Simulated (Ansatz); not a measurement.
# C₃H₆ClFO: up Jacob's ladder to CCSD(T)

An exercise on one series of results from a longer session: the logs are not shown, and one member is left open.

Method: functionals in def2-TZVPP, the program's frozen cores in correlated methods; program: Ansatz 0.2.0, Gaussian basis.

Plan: LDA (SPW92), PBE-D4, revPBE-D4, BLYP-D4, r2SCAN-D4, B97M-V, PBE0-D4, B3LYP-D4, r2SCANh-D4, r2SCAN0-D4, HSE06-D4, BHLYP-D4, CAM-B3LYP-D4, LC-ωPBE, ωB97X-V, ωB97M-V, B2PLYP, PBE-QIDH; CCSD(T)/def2-SVP; CCSD(T)/def2-TZVPP; MP2/def2-QZVPP; extrapolation to the limit; RPA on PBE.

## The relaxed structure

An earlier PBE0-D4 in a triple-zeta def2 set relaxation fixed the geometry.

SMILES `CC(O)(Cl)CF`, 12 atoms, charge 0, spin multiplicity 1.

Atoms are counted from 1 here; the program's logs count them from 0.

Bond lengths: C1–C2 1.506 Å, C1–H7 1.089 Å, C1–H8 1.092 Å, C1–H9 1.090 Å, C2–O3 1.374 Å, C2–Cl4 1.836 Å, C2–C5 1.518 Å, O3–H10 0.965 Å, C5–F6 1.379 Å, C5–H11 1.091 Å, C5–H12 1.095 Å. Angles: C2–C1–H7 109.3°, C2–C1–H8 109.3°, C2–C1–H9 110.8°, H7–C1–H8 108.8°, H7–C1–H9 108.9°, H8–C1–H9 109.6°, C1–C2–O3 109.0°, C1–C2–Cl4 108.2°, C1–C2–C5 111.9°, O3–C2–Cl4 109.8°, O3–C2–C5 111.1°, Cl4–C2–C5 106.8°, C2–O3–H10 108.0°, C2–C5–F6 109.6°, C2–C5–H11 111.4°, C2–C5–H12 108.7°, F6–C5–H11 108.9°, F6–C5–H12 107.7° and more.

The first run:

Input file in.yaml:

```yaml
crystal:
  periodic: [false, false, false]
  atoms:
    - {symbol: C, position_ang: [-1.348208, -0.150080, 0.387819]}
    - {symbol: C, position_ang: [0.112481, 0.212340, 0.331246]}
    - {symbol: O, position_ang: [0.775945, -0.440284, 1.342145]}
    - {symbol: Cl, position_ang: [0.261305, 2.027986, 0.561132]}
    - {symbol: C, position_ang: [0.724836, -0.109734, -1.019542]}
    - {symbol: F, position_ang: [2.090329, 0.072243, -0.962455]}
    - {symbol: H, position_ang: [-1.753366, 0.134818, 1.357883]}
    - {symbol: H, position_ang: [-1.457188, -1.229920, 0.264148]}
    - {symbol: H, position_ang: [-1.906230, 0.365602, -0.393170]}
    - {symbol: H, position_ang: [1.722858, -0.303010, 1.215436]}
    - {symbol: H, position_ang: [0.316161, 0.528983, -1.803429]}
    - {symbol: H, position_ang: [0.538075, -1.164140, -1.247113]}
basis:
  gaussian: {orbitals: def2-TZVPP}
hamiltonian: {xc: lda}
output: {orbitals: {seedname: orbitals}}
```

Command:

```
> ansatz run in.yaml --threads 4 --pin off --events-out ev --progress --plain --max-ram 10444MiB
```

Among the steps run: LDA; PBE-D4 (GGA); revPBE-D4 (GGA); BLYP-D4 (GGA); r2SCAN-D4 (meta-GGA); B97M-V (meta-GGA); B3LYP-D4 (hybrid); r2SCANh-D4 (hybrid); r2SCAN0-D4 (hybrid); HSE06-D4 (hybrid); BHLYP-D4 (hybrid); CAM-B3LYP-D4 (range-separated); LC-ωPBE (range-separated); ωB97X-V (range-separated); ωB97M-V (range-separated); B2PLYP (double hybrid); PBE-QIDH (double hybrid).

One of the session's tables, all rows but one given; the rest of the session is left out.

It belongs to the step «Orbital energies across the functionals». 

```
  functional  HOMO (eV)  LUMO (eV)  gap (eV)
 LDA (SPW92)      -7.10      -0.81      6.29
      PBE-D4      -6.94      -0.57      6.37
   revPBE-D4      -6.87      -0.47      6.40
     BLYP-D4      -6.82      -0.48      6.33
   r2SCAN-D4      -7.30      -0.29      7.00
      B97M-V      -7.43      -0.23      7.20
     PBE0-D4          ?          ?         ?
    B3LYP-D4      -8.20       0.24      8.44
  r2SCANh-D4      -7.86       0.11      7.97
  r2SCAN0-D4      -8.69       0.71      9.40
    HSE06-D4      -8.05       0.15      8.20
    BHLYP-D4      -9.84       1.69     11.53
CAM-B3LYP-D4      -9.90       1.67     11.57
     LC-ωPBE     -11.31       2.95     14.25
     ωB97X-V     -10.94       2.83     13.77
     ωB97M-V     -10.81       2.55     13.35
```

Q: Estimate the row for PBE0-D4 from the others.

As computed: HOMO (eV): -8.46; LUMO (eV): 0.54; gap (eV): 9.00. In the column «HOMO (eV)» it lies between r2SCAN0-D4 (-8.69) and B3LYP-D4 (-8.20).
